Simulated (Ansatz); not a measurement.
in.yaml

```yaml
crystal:
  periodic: [false, false, false]
  atoms:
    - {symbol: As, position_ang: [0.000000, 0.000000, 0.000000]}
    - {symbol: H, position_ang: [0.000000, 0.000000, 1.256000]}
basis:
  gaussian: {orbitals: cc-pVQZ}
total_charge: 1
magnetization: {spin_polarized: false, initial_magnetization: 1}
correlation: {method: fic_mrcisd_q, electrons: outside_noble_gas, active_space: {window: {electrons: 3, orbitals: 3}}}
```

```sh
$ ansatz run in.yaml --threads 2 --pin off --events-out ev --progress --plain --max-ram 15360MiB --backend cuda --devices 0, --max-vram 18GiB
```

Log:

```
608 factors; integrals over basis functions are off by at most 7.1e-4 eV
mean field evaluation 1: about -60801.6517 eV, gradient 1.0e1 eV
mean field evaluation 2: about -60801.6524 eV, gradient 1.0e1 eV
mean field evaluation 4: about -60801.9193 eV, gradient 9.9e-1 eV
mean field evaluation 8: about -60801.9219 eV, gradient 2.0e-4 eV
mean field evaluation 16: about -60801.9219 eV, gradient 1.4e-6 eV
mean field -60801.92186773 eV, -2234.4294156161 hartree, gradient 1.3e-6 eV, S^2 0.750000; 2 other end points of the search recorded, 0 dependent functions left out
reference -60801.92186773 eV, -2234.4294156161 hartree; 17, 16 occupied and 81, 82 virtual orbitals, 608 factors
state -60802.40656230 eV, -2234.4472278131 hartree
contracted CI cycle   1: correlation 0.00000000 eV, 0.0000000000 hartree, residual 1.43e1 eV
contracted CI cycle   2: correlation -2.35142581 eV, -0.0864133048 hartree, residual 2.87e0 eV
contracted CI cycle   3: correlation -2.45681202 eV, -0.0902861764 hartree, residual 7.11e-1 eV
contracted CI cycle   4: correlation -2.46506554 eV, -0.0905894878 hartree, residual 2.34e-1 eV
contracted CI cycle   5: correlation -2.46577112 eV, -0.0906154172 hartree, residual 6.93e-2 eV
contracted CI cycle   6: correlation -2.46582954 eV, -0.0906175643 hartree, residual 1.98e-2 eV
contracted CI cycle   7: correlation -2.46583555 eV, -0.0906177851 hartree, residual 7.69e-3 eV
contracted CI cycle   8: correlation -2.46583651 eV, -0.0906178202 hartree, residual 3.13e-3 eV
contracted CI cycle   9: correlation -2.46583665 eV, -0.0906178256 hartree, residual 1.07e-3 eV
state -60802.40656230 eV, -2234.4472278131 hartree; corrected -60804.98741462 eV, -2234.5420723865 hartree
Total energy: -60804.98741462 eV, -2234.5420723865 hartree
```

For the same geometry and basis full CI lies 2.7 meV higher.

Ran on 2 threads of AMD EPYC 7R13 with a shared H100 80 GB, shared host: 4 s wall, 0.81 GiB peak host memory.
